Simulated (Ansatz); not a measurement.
The same path of AlClH4 (6 atoms, charge 0, multiplicity 1) was run 3 times with different band settings. Lost on the way: Al1–H2, Cl5–H6. Made: Al1–Cl5, H2–H6.

These are results of RKS B3LYP-D4/def2-SVP in Ansatz, not measurements.

Relaxed end points:

```xyz
6
Properties=species:S:1:pos:R:3
Al 0.001 0.163 0.014
H -0.004 0.687 1.519
H 1.373 0.123 -0.783
H -1.376 0.047 -0.766
Cl 0.079 -2.397 0.940
H 0.075 -2.003 2.174
```

```xyz
6
Properties=species:S:1:pos:R:3
Al 0.022 -0.610 -0.234
H 0.010 0.252 1.983
H 1.394 0.126 -0.474
H -1.392 0.049 -0.456
Cl 0.082 -2.696 0.171
H 0.033 -0.502 2.107
```

Common settings: climbing image yes; spring 5.0 eV/Å²; start path through a guess of the saddle point; force threshold 0.05 eV/Å; iteration limit 60; end points relaxed.

| run | movable images | optimiser |
| --- | --- | --- |
| 1 | 5 | quadratic models (default) |
| 2 | 5 | fire |
| 3 | 2 | quadratic models (default) |

Question: What does each run give, and how far can it be trusted?

Answer: Run 1: converged after 9 iterations, highest image 0.097 eV above the first end. A vibrational analysis at the climbing image gives one clearly imaginary mode, 432i cm⁻¹: a first-order saddle point.
Run 2: converged after 45 iterations, highest image 0.096 eV above the first end. Another band between the same ends (5 images) ends at a top of the same energy, where a vibrational analysis finds 1 clearly imaginary mode.
Run 3: converged after 9 iterations, highest image 0.097 eV above the first end. Another band between the same ends (5 images) ends at a top of the same energy, where a vibrational analysis finds 1 clearly imaginary mode. So few images can step over the top or miss a turn of the path.
The orbitals stay closed-shell, which can raise the energy where a bond breaks towards radicals; this wasn't checked here.
